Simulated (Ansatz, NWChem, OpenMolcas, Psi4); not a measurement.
Computed against measured: atomisation enthalpy at 298 K

10 molecules with open shells; the atomisation enthalpy at 298 K in kJ/mol, computed less measured. Shapes, held fixed at every level: PBE0-D4/def2-TZVP. Flexible molecules stand in one conformer, not always the lowest. Thermal terms are harmonic and unscaled (PBE0-D4/def2-TZVP); the spin-orbit lowering of the free atoms is taken from their spectra. Programs: Ansatz 0.2.0, NWChem 7.3.0, OpenMolcas 26.06, Psi4 1.11. A level may come from different programs for different species; with the same settings they agree closely. Measured values: Active Thermochemical Tables.

Levels: A = HF/3-21G; B = HF/def2-SVP; C = HF/def2-TZVPP; D = BHLYP-D4/def2-TZVPP.

```
                    molecule  from tabulated heats     A     B     C    D
N2H (dinitrogen monohydride)                   913  -728  -505  -500  -62
   C2HO (ethynyloxy radical)                  1723  -759  -569  -588  -98
         CH2N (SMILES C=[N])                  1387  -584  -446  -455  -45
          CH3 (SMILES [CH3])                  1224  -310  -265  -273  -10
CH3O (hydroxymethyl radical)                  1636  -642  -495  -505  -62
         N2H3 (SMILES [NH]N)                  1374  -811  -619  -614  -48
      C2H3O (acetyl radical)                  2347  -879  -669  -696  -95
    C3H3 (propargyl radical)                  2453  -746  -612  -646  -72
C3H3 (cyclopropenyl radical)                  2318  -843  -628  -667  -75
        C2H5O (SMILES CC[O])                  2784  -888  -722  -753  -66
```

(1) Sum up the errors.

Answers

(1) 
```json
{"level": "HF/3-21G", "kind": "Hartree–Fock", "mean error": "-719.0", "mean absolute error": "719.0", "worst case": "C2H5O"}
{"level": "HF/def2-SVP", "kind": "Hartree–Fock", "mean error": "-553.0", "mean absolute error": "553.0", "worst case": "C2H5O"}
{"level": "HF/def2-TZVPP", "kind": "Hartree–Fock", "mean error": "-569.7", "mean absolute error": "569.7", "worst case": "C2H5O"}
{"level": "BHLYP-D4/def2-TZVPP", "kind": "global hybrid", "mean error": "-63.3", "mean absolute error": "63.3", "worst case": "C2HO"}
```

On this set BHLYP-D4/def2-TZVPP has the smallest mean absolute error and HF/3-21G the largest. HF/3-21G is too low in 10 of 10; HF/def2-SVP is too low in 10 of 10; HF/def2-TZVPP is too low in 10 of 10; BHLYP-D4/def2-TZVPP is too low in 10 of 10. For HF/def2-TZVPP the error grows with the size of the molecule. Hartree–Fock lacks correlation and underbinds. Rows in very small basis sets show the basis more than the method. Spin contamination: N2H (⟨S²⟩ up to 0.87), C2HO (⟨S²⟩ up to 0.89), CH2N (⟨S²⟩ up to 0.98), C3H3 (propargyl radical) (⟨S²⟩ up to 1.00). Open shells run unrestricted. The set is small.
